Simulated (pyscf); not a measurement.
# Four-centre exchange: H₂N–SiH₂–Cl + HF → H₂N–SiH(F)–Cl + H₂

Gas phase, singlet surface, charge 0. Bonds broken: Si2–H6, F8–H9. Bonds formed: Si2–F8, H6–H9. Structures and frequencies: ωB97X-D3(BJ)/def2-SVP in PySCF.

Transition state (Å):

```xyz
9

N     -0.9405     0.5555    -0.7064
Si    -0.1745    -0.1940     0.6068
Cl     1.7502    -0.4634    -0.1992
H     -1.8681     0.9558    -0.6407
H     -0.4912     0.6399    -1.6095
H      0.5397     0.7735     1.7956
H     -0.4434    -1.5357     1.1490
F     -1.5391     0.5294     1.7675
H     -0.4021     0.8567     2.0298
```

One imaginary mode, 1044i cm⁻¹; descent along it reached the two sides named.

```csv
bond,change,reactant side (Å),saddle,product side
Si2–H6,breaks,1.492,1.691,4.3
F8–H9,breaks,0.946,1.212,2.473
Si2–F8,forms,3.0,1.932,1.628
H6–H9,forms,2.6,0.974,0.760
```

Electronic energies relative to the separated reactants (kJ/mol):

| level | barrier | reaction energy | reverse barrier |
|---|---|---|---|
| ωB97X-D3(BJ)/def2-TZVP | 94.2 | -133.7 | 227.8 |
| PBE/def2-TZVP | 71.2 | -127.8 | 199.0 |
| r²SCAN/def2-TZVP | 73.8 | -141.6 | 215.3 |
| B3LYP-D3(BJ)/def2-TZVP | 92.8 | -134.7 | 227.6 |
| PBE0-D3(BJ)/def2-TZVP | 85.3 | -125.6 | 210.9 |
| M06-2X/def2-TZVP | 97.1 | -142.2 | 239.3 |
| ωB97M-D3(BJ)/def2-TZVP | 92.5 | -133.9 | 226.4 |
| HF/def2-TZVP | 173.4 | -129.3 | 302.7 |

With ωB97M-D3(BJ)/def2-TZVP energies and thermal terms (ideal gas, 1 atm, RRHO with modes under 100 cm⁻¹ raised to 100, one conformer, R ln 2 for chiral ones without a mode under 150 cm⁻¹), in kJ/mol:

```json
[
 {"T (K)": "298", "ΔH‡": "88.6", "ΔG‡": "131.5", "ΔH": "-144.6", "ΔG": "-138.7"},
 {"T (K)": "600", "ΔH‡": "86.9", "ΔG‡": "175.8", "ΔH": "-141.6", "ΔG": "-133.9"},
 {"T (K)": "900", "ΔH‡": "87.5", "ΔG‡": "220.2", "ΔH": "-139.5", "ΔG": "-130.6"},
 {"T (K)": "1200", "ΔH‡": "89.1", "ΔG‡": "264.2", "ΔH": "-138.2", "ΔG": "-127.8"}
]
```

This is the saddle that the search found; another between the same sides may lie lower.
